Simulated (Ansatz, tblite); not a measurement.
**Al(PH3)H3 (AlPH6): charged states by level of theory**

Aim: the energy of removing and adding an electron for Al(PH3)H3 (AlPH6), by energy differences, and how well orbital energies stand in for it.

Method: as each input shows; program: Ansatz 0.2.0, Gaussian basis.

Levels to be run: charge +1 doublet, at the geometry of the singlet (PBE0-D4/def2-TZVP, PBE-D4/def2-TZVP, r2SCAN-D4/def2-TZVP, CCSD(T)/def2-TZVPP); charge -1 doublet, at the geometry of the singlet (PBE0-D4/def2-TZVPD, PBE-D4/def2-TZVPD, r2SCAN-D4/def2-TZVPD, CCSD(T)/def2-TZVPD); the starting singlet's energies come from earlier runs.

### 1 The structure

The geometry is that of the singlet, from an earlier relaxation (PBE-D4/def2-TZVP).

8 atoms, charge 0, spin multiplicity 1.

Atoms are counted from 1 here; the program's logs count them from 0.

Bond lengths: Al1–P2 2.514 Å, Al1–H6 1.607 Å, Al1–H7 1.607 Å, Al1–H8 1.607 Å, P2–H3 1.421 Å, P2–H4 1.421 Å, P2–H5 1.421 Å. Angles: P2–Al1–H6 96.5°, P2–Al1–H7 96.5°, P2–Al1–H8 96.5°, H6–Al1–H7 118.7°, H6–Al1–H8 118.7°, H7–Al1–H8 118.7°, Al1–P2–H3 119.5°, Al1–P2–H4 119.4°, Al1–P2–H5 119.5°, H3–P2–H4 97.9°, H3–P2–H5 97.9°, H4–P2–H5 97.9°.

### 2 Charge +1 doublet at the fixed geometry, PBE0-D4/def2-TZVP

File in.yaml:

```yaml
crystal:
  periodic: [false, false, false]
  atoms:
    - {symbol: Al, position_ang: [-0.004282, 0.009853, -1.450788]}
    - {symbol: P, position_ang: [0.002727, -0.006914, 1.063541]}
    - {symbol: H, position_ang: [0.675271, 1.027963, 1.767128]}
    - {symbol: H, position_ang: [0.570609, -1.112186, 1.752144]}
    - {symbol: H, position_ang: [-1.230515, 0.048493, 1.766678]}
    - {symbol: H, position_ang: [1.590885, -0.038276, -1.636754]}
    - {symbol: H, position_ang: [-0.759791, 1.417367, -1.622456]}
    - {symbol: H, position_ang: [-0.844905, -1.346301, -1.639494]}
basis:
  gaussian: {orbitals: def2-TZVP}
total_charge: 1
magnetization: {spin_polarized: true, initial_magnetization: 1}
hamiltonian: {xc: pbe0, dispersion: d4}
output: {orbitals: {seedname: orbitals}}
```

Run with:

```
> ansatz run in.yaml --threads 4 --pin off --events-out ev --progress --plain --max-ram 3916MiB
```

The log of the run:

```text
Functional definition: PBE0
  name "PBE0"
  cite "Adamo & Barone, J. Chem. Phys. 110, 6158 (1999) doi:10.1063/1.478522"
  cite "Perdew, Burke & Ernzerhof, Phys. Rev. Lett. 77, 3865 (1996) doi:10.1103/PhysRevLett.77.3865"
  parent pbe
  parameter a = 0.25
  parameter kappa = 0.804
  parameter beta = 0.06672455060314922
  exchange = (1 - a)*pbe_x(kappa = kappa, mu = beta*pi^2/3) + a*exact_x
  correlation = pbe_c(beta = beta)
825 factors; their error is unknown
mean field evaluation 1: about -15964.7045 eV, gradient 1.5e1 eV
mean field evaluation 2: about -15963.6417 eV, gradient 1.8e1 eV
mean field evaluation 4: about -15966.2919 eV, gradient 1.3e0 eV
mean field evaluation 8: about -15966.3126 eV, gradient 1.2e-1 eV
mean field evaluation 16: about -15966.3332 eV, gradient 7.2e-3 eV
mean field evaluation 32: about -15966.2606 eV, gradient 2.6e0 eV
mean field evaluation 64: about -15966.3145 eV, gradient 4.8e-1 eV
mean field -15966.33331932 eV, -586.7519271155 hartree, gradient 4.2e-6 eV, S^2 0.766157; 10 other end points of the search recorded, 0 dependent functions left out
reference -15966.33335388 eV, -586.7519283857 hartree; 17, 16 occupied and 93, 94 virtual orbitals, 825 factors
Total energy: -15966.41614993 eV, -586.7549710845 hartree
```

Run time: 4.8 s. Hardware: 4 threads of Arm Neoverse V2, shared host.

Report: HOMO -13.66 eV, LUMO -12.21 eV (over both spins); ⟨S²⟩ 0.766 (pure: 0.75).

### 3 Charge +1 doublet at the fixed geometry, PBE-D4/def2-TZVP

start.molden holds the orbitals of an earlier run on this state, given as this run's starting guess.

Changes to in.yaml since step 2:

```diff
@@ -12,6 +12,7 @@
 basis:
-  gaussian: {orbitals: def2-TZVP}
+  gaussian: {orbitals: def2-TZVP, initial_orbitals: start.molden}
 total_charge: 1
 magnetization: {spin_polarized: true, initial_magnetization: 1}
-hamiltonian: {xc: pbe0, dispersion: d4}
+hamiltonian: {xc: pbe, dispersion: d4}
+scf: {omitted_lower_state_checks: [starts]}
 output: {orbitals: {seedname: orbitals}}
```

Same command.

The log of the run:

```text
Functional definition: PBE
  name "PBE"
  cite "Perdew, Burke & Ernzerhof, Phys. Rev. Lett. 77, 3865 (1996) doi:10.1103/PhysRevLett.77.3865"
  parent pbe
  parameter kappa = 0.804
  parameter beta = 0.06672455060314922
  exchange = pbe_x(kappa = kappa, mu = beta*pi^2/3)
  correlation = pbe_c(beta = beta)
these checks for a lower state are left out or cut short: starts
793 factors; their error is unknown
mean field evaluation 1: about -15964.8453 eV, gradient 6.6e0 eV
mean field evaluation 2: about -15964.9293 eV, gradient 1.8e-1 eV
mean field evaluation 4: about -15964.9263 eV, gradient 6.9e-2 eV
mean field evaluation 8: about -15964.9264 eV, gradient 1.5e-5 eV
mean field -15964.92638527 eV, -586.7002232429 hartree, gradient 1.5e-5 eV, S^2 0.756896; 0 other end points of the search recorded, 0 dependent functions left out
reference -15964.92643138 eV, -586.7002249374 hartree; 17, 16 occupied and 93, 94 virtual orbitals, 793 factors
Total energy: -15965.02437405 eV, -586.7038242643 hartree
Checks for a lower state left out: starts
```

Wall time 1 s (4 threads of Arm Neoverse V2, shared host).

HOMO -12.73 eV, LUMO -12.87 eV (over both spins; with the spin held, an empty level of the minority spin lies below the top filled one); ⟨S²⟩ 0.757 (pure: 0.75).

### 4 Charge +1 doublet at the fixed geometry, r2SCAN-D4/def2-TZVP

Changes to in.yaml since step 3:

```diff
@@ -15,3 +15,3 @@
 magnetization: {spin_polarized: true, initial_magnetization: 1}
-hamiltonian: {xc: pbe, dispersion: d4}
+hamiltonian: {xc: r2scan, dispersion: d4}
 scf: {omitted_lower_state_checks: [starts]}
```

The command is unchanged.

The log of the run:

```text
Functional definition: r2SCAN
  name "r2SCAN"
  cite "Furness, Kaplan, Ning, Perdew & Sun, J. Phys. Chem. Lett. 11, 8208 (2020) doi:10.1021/acs.jpclett.0c02405"
  cite "Furness, Kaplan, Ning, Perdew & Sun, J. Phys. Chem. Lett. 11, 9248 (2020) doi:10.1021/acs.jpclett.0c03077"
  parent r2scan
  parameter k0 = 0.174
  parameter k1 = 0.065
  parameter a1 = 4.9479
  exchange = r2scan_x(k0 = k0, k1 = k1, a1 = a1)
  correlation = r2scan_c
these checks for a lower state are left out or cut short: starts
793 factors; their error is unknown
mean field evaluation 1: about -15971.7037 eV, gradient 4.4e0 eV
mean field evaluation 2: about -15971.7350 eV, gradient 6.6e-2 eV
mean field evaluation 4: about -15971.7269 eV, gradient 1.4e-2 eV
mean field evaluation 8: about -15971.7269 eV, gradient 7.9e-5 eV
mean field -15971.72687438 eV, -586.9501366081 hartree, gradient 2.2e-5 eV, S^2 0.768220; 0 other end points of the search recorded, 0 dependent functions left out
reference -15971.72689168 eV, -586.9501372440 hartree; 17, 16 occupied and 93, 94 virtual orbitals, 793 factors
Total energy: -15971.74945786 eV, -586.9509665357 hartree
Checks for a lower state left out: starts
```

Run time: 2.3 s. Hardware: 4 threads of Arm Neoverse V2, shared host.

Report: HOMO -12.90 eV, LUMO -12.82 eV (over both spins); ⟨S²⟩ 0.768 (pure: 0.75).

### 5 Charge +1 doublet at the fixed geometry, CCSD(T)/def2-TZVPP

Changes to in.yaml since step 4:

```diff
@@ -12,7 +12,7 @@
 basis:
-  gaussian: {orbitals: def2-TZVP, initial_orbitals: start.molden}
+  gaussian: {orbitals: def2-TZVPP, initial_orbitals: start.molden}
 total_charge: 1
 magnetization: {spin_polarized: true, initial_magnetization: 1}
-hamiltonian: {xc: r2scan, dispersion: d4}
-scf: {omitted_lower_state_checks: [starts]}
+correlation: {method: ccsd_t}
+scf: {omitted_lower_state_checks: [starts, cluster_reference]}
 output: {orbitals: {seedname: orbitals}}
```

Same command.

The log of the run:

```text
Functional definition: HF
  name "HF"
  cite "Fock, Z. Phys. 61, 126 (1930) doi:10.1007/BF01340294"
  parent pbe
  exchange = exact_x
  correlation = 0
these checks for a lower state are left out or cut short: starts, cluster_reference
939 factors; integrals over basis functions are off by at most 1.5e-3 eV
mean field evaluation 1: about -15939.2762 eV, gradient 1.9e1 eV
mean field evaluation 2: about -15940.0580 eV, gradient 1.1e0 eV
mean field evaluation 4: about -15940.1735 eV, gradient 3.4e-2 eV
mean field evaluation 8: about -15940.1777 eV, gradient 2.8e-6 eV
mean field -15940.17774380 eV, -585.7907274442 hartree, gradient 2.8e-6 eV, S^2 0.765774; 0 other end points of the search recorded, 0 dependent functions left out
10 core orbitals not correlated: weight in the atoms' cores, before any rotation towards them, 1.000 or more for the frozen orbitals, at most 0.000 for the correlated occupied ones
reference -15940.17774380 eV, -585.7907274442 hartree; 7, 6 occupied and 151, 152 virtual orbitals, 939 factors
second order -6.59385587 eV of doubles, -0.00000000 eV of singles
cycle   1  -7.48238199 eV  change   -8.9e-1 eV  update   8.0e-2
cycle   2  -7.86286145 eV  change   -3.8e-1 eV  update   3.5e-2
cycle   3  -7.89841050 eV  change   -3.6e-2 eV  update   1.9e-2
cycle   4  -7.90419593 eV  change   -5.8e-3 eV  update   1.3e-2
cycle   5  -7.91251931 eV  change   -8.3e-3 eV  update   9.7e-3
cycle   6  -7.92135377 eV  change   -8.8e-3 eV  update   6.8e-3
cycle   7  -7.92737431 eV  change   -6.0e-3 eV  update   4.6e-3
cycle   8  -7.92997822 eV  change   -2.6e-3 eV  update   2.7e-3
cycle   9  -7.92934180 eV  change    6.4e-4 eV  update   1.2e-3
cycle  10  -7.92941246 eV  change   -7.1e-5 eV  update   4.7e-4
cycle  11  -7.92952958 eV  change   -1.2e-4 eV  update   2.0e-4
cycle  12  -7.92946595 eV  change    6.4e-5 eV  update   7.9e-5
cycle  13  -7.92944074 eV  change    2.5e-5 eV  update   3.7e-5
cycle  14  -7.92939756 eV  change    4.3e-5 eV  update   1.8e-5
cycle  15  -7.92938900 eV  change    8.6e-6 eV  update   8.2e-6
perturbative correction -0.26901663 eV, -0.0098861788 hartree
Total energy: -15948.37614943 eV, -586.0920132941 hartree
Checks for a lower state left out: starts, cluster_reference
```

Run time: 20 s. Hardware: 4 threads of Arm Neoverse V2, shared host; peak memory 2.9 GiB.

Report: Hartree-Fock HOMO -16.20 eV, LUMO -8.36 eV (over both spins); ⟨S²⟩ 0.766 (pure: 0.75); T1 0.040.

### 6 Vertical ionisation energy

Charged state less starting state, singlet to doublet; the starting state's energies are those of its earlier runs.

Differences are taken before rounding.

```
             method  vertical ionisation energy (eV)  from CCSD(T)/def2-TZVPP (eV)   time
      HF/def2-TZVPP                             9.57                         -0.80       
   PBE-D4/def2-TZVP                             9.81                         -0.56  1.5 s
r2SCAN-D4/def2-TZVP                             9.92                         -0.45  3.3 s
  PBE0-D4/def2-TZVP                            10.08                         -0.29  5.6 s
     MP2/def2-TZVPP                            10.35                         -0.03       
    CCSD/def2-TZVPP                            10.38                         +0.01       
 CCSD(T)/def2-TZVPP                            10.37                             0   24 s
```

Times add the two runs; a level without a time comes out of a correlated run.

Beside −ε(HOMO) of the starting state:

```
              level  −ε(HOMO) (eV)  by difference (eV)  mismatch (eV)
   PBE-D4/def2-TZVP           6.61                9.81          -3.20
r2SCAN-D4/def2-TZVP           6.90                9.92          -3.02
  PBE0-D4/def2-TZVP           7.83               10.08          -2.25
```

### 7 Charge -1 doublet at the fixed geometry, PBE0-D4/def2-TZVPD

Changes to in.yaml since step 5:

```diff
@@ -12,7 +12,6 @@
 basis:
-  gaussian: {orbitals: def2-TZVPP, initial_orbitals: start.molden}
-total_charge: 1
+  gaussian: {orbitals: def2-TZVPD}
+total_charge: -1
 magnetization: {spin_polarized: true, initial_magnetization: 1}
-correlation: {method: ccsd_t}
-scf: {omitted_lower_state_checks: [starts, cluster_reference]}
+hamiltonian: {xc: pbe0, dispersion: d4}
 output: {orbitals: {seedname: orbitals}}
```

Launched as before.

The log of the run:

```text
Functional definition: PBE0
  name "PBE0"
  cite "Adamo & Barone, J. Chem. Phys. 110, 6158 (1999) doi:10.1063/1.478522"
  cite "Perdew, Burke & Ernzerhof, Phys. Rev. Lett. 77, 3865 (1996) doi:10.1103/PhysRevLett.77.3865"
  parent pbe
  parameter a = 0.25
  parameter kappa = 0.804
  parameter beta = 0.06672455060314922
  exchange = (1 - a)*pbe_x(kappa = kappa, mu = beta*pi^2/3) + a*exact_x
  correlation = pbe_c(beta = beta)
892 factors; their error is unknown
mean field evaluation 1: about -15973.6525 eV, gradient 1.3e1 eV
mean field evaluation 2: about -15973.1989 eV, gradient 1.6e1 eV
mean field evaluation 4: about -15975.6579 eV, gradient 7.2e-1 eV
mean field evaluation 8: about -15975.6671 eV, gradient 7.4e-2 eV
mean field evaluation 16: about -15975.7020 eV, gradient 1.4e-3 eV
mean field evaluation 32: about -15975.6351 eV, gradient 9.4e-1 eV
mean field -15975.70196619 eV, -587.0962185377 hartree, gradient 2.2e-5 eV, S^2 0.751493; 7 other end points of the search recorded, 0 dependent functions left out
reference -15975.70200690 eV, -587.0962200340 hartree; 18, 17 occupied and 122, 123 virtual orbitals, 892 factors
Total energy: -15975.85735756 eV, -587.1019290654 hartree
```

Wall time 3.4 s (4 threads of Arm Neoverse V2, shared host).

HOMO 1.86 eV, LUMO 3.11 eV (over both spins); ⟨S²⟩ 0.751 (pure: 0.75). Doubts: highest occupied level lies above zero.

### 8 Charge -1 doublet at the fixed geometry, PBE-D4/def2-TZVPD

Changes to in.yaml since step 7:

```diff
@@ -12,6 +12,7 @@
 basis:
-  gaussian: {orbitals: def2-TZVPD}
+  gaussian: {orbitals: def2-TZVPD, initial_orbitals: start.molden}
 total_charge: -1
 magnetization: {spin_polarized: true, initial_magnetization: 1}
-hamiltonian: {xc: pbe0, dispersion: d4}
+hamiltonian: {xc: pbe, dispersion: d4}
+scf: {omitted_lower_state_checks: [starts]}
 output: {orbitals: {seedname: orbitals}}
```

Same command.

The log of the run:

```text
Functional definition: PBE
  name "PBE"
  cite "Perdew, Burke & Ernzerhof, Phys. Rev. Lett. 77, 3865 (1996) doi:10.1103/PhysRevLett.77.3865"
  parent pbe
  parameter kappa = 0.804
  parameter beta = 0.06672455060314922
  exchange = pbe_x(kappa = kappa, mu = beta*pi^2/3)
  correlation = pbe_c(beta = beta)
these checks for a lower state are left out or cut short: starts
845 factors; their error is unknown
mean field evaluation 1: about -15974.1148 eV, gradient 6.6e0 eV
mean field evaluation 2: about -15974.1858 eV, gradient 1.3e-1 eV
mean field evaluation 4: about -15974.1715 eV, gradient 3.4e-2 eV
mean field evaluation 8: about -15974.1715 eV, gradient 2.4e-5 eV
mean field -15974.17150683 eV, -587.0399751936 hartree, gradient 5.2e-6 eV, S^2 0.751211; 0 other end points of the search recorded, 0 dependent functions left out
reference -15974.17155995 eV, -587.0399771458 hartree; 18, 17 occupied and 122, 123 virtual orbitals, 845 factors
Total energy: -15974.35479148 eV, -587.0467107804 hartree
Checks for a lower state left out: starts
```

Run time: 1.9 s. Hardware: 4 threads of Arm Neoverse V2, shared host.

Report: HOMO 2.18 eV, LUMO 2.68 eV (over both spins); ⟨S²⟩ 0.751 (pure: 0.75). Doubts: highest occupied level lies above zero.

### 9 Charge -1 doublet at the fixed geometry, r2SCAN-D4/def2-TZVPD

Changes to in.yaml since step 8:

```diff
@@ -15,3 +15,3 @@
 magnetization: {spin_polarized: true, initial_magnetization: 1}
-hamiltonian: {xc: pbe, dispersion: d4}
+hamiltonian: {xc: r2scan, dispersion: d4}
 scf: {omitted_lower_state_checks: [starts]}
```

Launched as before.

The log of the run:

```text
Functional definition: r2SCAN
  name "r2SCAN"
  cite "Furness, Kaplan, Ning, Perdew & Sun, J. Phys. Chem. Lett. 11, 8208 (2020) doi:10.1021/acs.jpclett.0c02405"
  cite "Furness, Kaplan, Ning, Perdew & Sun, J. Phys. Chem. Lett. 11, 9248 (2020) doi:10.1021/acs.jpclett.0c03077"
  parent r2scan
  parameter k0 = 0.174
  parameter k1 = 0.065
  parameter a1 = 4.9479
  exchange = r2scan_x(k0 = k0, k1 = k1, a1 = a1)
  correlation = r2scan_c
these checks for a lower state are left out or cut short: starts
845 factors; their error is unknown
mean field evaluation 1: about -15980.9629 eV, gradient 4.5e0 eV
mean field evaluation 2: about -15980.9972 eV, gradient 7.2e-2 eV
mean field evaluation 4: about -15980.9796 eV, gradient 2.0e-2 eV
mean field evaluation 8: about -15980.9796 eV, gradient 2.4e-5 eV
mean field -15980.97963679 eV, -587.2901693549 hartree, gradient 7.1e-6 eV, S^2 0.753658; 0 other end points of the search recorded, 0 dependent functions left out
reference -15980.97966135 eV, -587.2901702575 hartree; 18, 17 occupied and 122, 123 virtual orbitals, 845 factors
Total energy: -15981.02500956 eV, -587.2918367734 hartree
Checks for a lower state left out: starts
```

Wall time 3.7 s (4 threads of Arm Neoverse V2, shared host).

HOMO 2.14 eV, LUMO 2.90 eV (over both spins); ⟨S²⟩ 0.754 (pure: 0.75). Doubts: highest occupied level lies above zero.

### 10 Charge -1 doublet at the fixed geometry, CCSD(T)/def2-TZVPD

Changes to in.yaml since step 9:

```diff
@@ -15,4 +15,4 @@
 magnetization: {spin_polarized: true, initial_magnetization: 1}
-hamiltonian: {xc: r2scan, dispersion: d4}
-scf: {omitted_lower_state_checks: [starts]}
+correlation: {method: ccsd_t}
+scf: {omitted_lower_state_checks: [starts, cluster_reference]}
 output: {orbitals: {seedname: orbitals}}
```

Same command.

The log of the run:

```text
Functional definition: HF
  name "HF"
  cite "Fock, Z. Phys. 61, 126 (1930) doi:10.1007/BF01340294"
  parent pbe
  exchange = exact_x
  correlation = 0
these checks for a lower state are left out or cut short: starts, cluster_reference
998 factors; integrals over basis functions are off by at most 1.0e-3 eV
mean field evaluation 1: about -15947.6855 eV, gradient 1.8e1 eV
mean field evaluation 2: about -15948.2509 eV, gradient 8.1e-1 eV
mean field evaluation 4: about -15948.3350 eV, gradient 3.9e-1 eV
mean field evaluation 8: about -15948.3381 eV, gradient 7.0e-4 eV
a density is far from that of the atoms, so the factors are made again for it
1013 factors; integrals over basis functions are off by at most 1.0e-3 eV
mean field evaluation 16: about -15948.3350 eV, gradient 3.9e-1 eV
mean field -15948.33809657 eV, -586.0906148772 hartree, gradient 3.1e-6 eV, S^2 0.751937; 1 other end points of the search recorded, 0 dependent functions left out
10 core orbitals not correlated: weight in the atoms' cores, before any rotation towards them, 1.000 or more for the frozen orbitals, at most 0.000 for the correlated occupied ones
reference -15948.33809657 eV, -586.0906148772 hartree; 8, 7 occupied and 122, 123 virtual orbitals, 1013 factors
second order -7.37551289 eV of doubles, -0.00000000 eV of singles
cycle   1  -8.40885451 eV  change    -1.0e0 eV  update   9.5e-2
cycle   2  -8.81851686 eV  change   -4.1e-1 eV  update   3.7e-2
cycle   3  -8.85310154 eV  change   -3.5e-2 eV  update   2.0e-2
cycle   4  -8.84084083 eV  change    1.2e-2 eV  update   1.3e-2
cycle   5  -8.83900913 eV  change    1.8e-3 eV  update   8.3e-3
cycle   6  -8.84201817 eV  change   -3.0e-3 eV  update   4.7e-3
cycle   7  -8.84372153 eV  change   -1.7e-3 eV  update   2.6e-3
cycle   8  -8.84430871 eV  change   -5.9e-4 eV  update   1.4e-3
cycle   9  -8.84395991 eV  change    3.5e-4 eV  update   6.5e-4
cycle  10  -8.84394200 eV  change    1.8e-5 eV  update   2.6e-4
cycle  11  -8.84402172 eV  change   -8.0e-5 eV  update   1.1e-4
cycle  12  -8.84399636 eV  change    2.5e-5 eV  update   4.5e-5
cycle  13  -8.84398166 eV  change    1.5e-5 eV  update   2.0e-5
cycle  14  -8.84395835 eV  change    2.3e-5 eV  update   8.8e-6
cycle  15  -8.84395415 eV  change    4.2e-6 eV  update   3.7e-6
perturbative correction -0.31655420 eV, -0.0116331525 hartree
Total energy: -15957.49860493 eV, -586.4272573500 hartree
Checks for a lower state left out: starts, cluster_reference
```

Wall time 14 s (4 threads of Arm Neoverse V2, shared host); peak memory 1.7 GiB.

Report: Hartree-Fock HOMO 1.28 eV, LUMO 4.30 eV (over both spins); ⟨S²⟩ 0.752 (pure: 0.75); T1 0.035. Doubts: highest occupied level lies above zero.

### 11 Vertical electron affinity

Starting state less charged state (positive: the electron is bound), singlet to doublet; the starting state's energies are those of its earlier runs.

```
              method  vertical electron affinity (eV)  from CCSD(T)/def2-TZVPD (eV)   time
       HF/def2-TZVPD                            -1.39                         -0.56       
   PBE-D4/def2-TZVPD                            -0.49                         +0.34  2.6 s
r2SCAN-D4/def2-TZVPD                            -0.66                         +0.17  5.1 s
  PBE0-D4/def2-TZVPD                            -0.65                         +0.18  4.1 s
      MP2/def2-TZVPD                            -0.92                         -0.09       
     CCSD/def2-TZVPD                            -0.90                         -0.07       
  CCSD(T)/def2-TZVPD                            -0.83                             0   17 s
```

Times add the two runs; a level without a time comes out of a correlated run.

Beside −ε(LUMO) of the starting state:

```
               level  −ε(LUMO) (eV)  by difference (eV)  mismatch (eV)
   PBE-D4/def2-TZVPD           1.27               -0.49          +1.77
r2SCAN-D4/def2-TZVPD           0.99               -0.66          +1.65
  PBE0-D4/def2-TZVPD           0.47               -0.65          +1.12
```

### 12 Outcome

| quantity | value |
| --- | --- |
| vertical ionisation energy, functionals in def2-TZVP | 9.81 (PBE-D4) to 10.08 eV (PBE0-D4) |
| vertical ionisation energy, CCSD(T)/def2-TZVPP | 10.37 eV |
| vertical electron affinity, functionals in def2-TZVPD | -0.66 (r2SCAN-D4) to -0.49 eV (PBE-D4) |
| vertical electron affinity, CCSD(T)/def2-TZVPD | -0.83 eV |

What this shows: The vertical ionisation energy spans 9.81 to 10.08 eV over the functionals, beside 10.37 eV from CCSD(T)/def2-TZVPP. −ε(HOMO) misses the level's own difference by -2.25 eV at best (PBE0-D4) and -3.20 eV at worst (PBE-D4). CCSD(T)/def2-TZVPP isn't at the basis-set limit; small misses against it rank nothing. The vertical electron affinity spans -0.66 to -0.49 eV over the functionals, beside -0.83 eV from CCSD(T)/def2-TZVPD. A negative affinity means an unbound electron, held by the basis alone. −ε(LUMO) misses the level's own difference by +1.12 eV at best (PBE0-D4) and +1.77 eV at worst (PBE-D4).
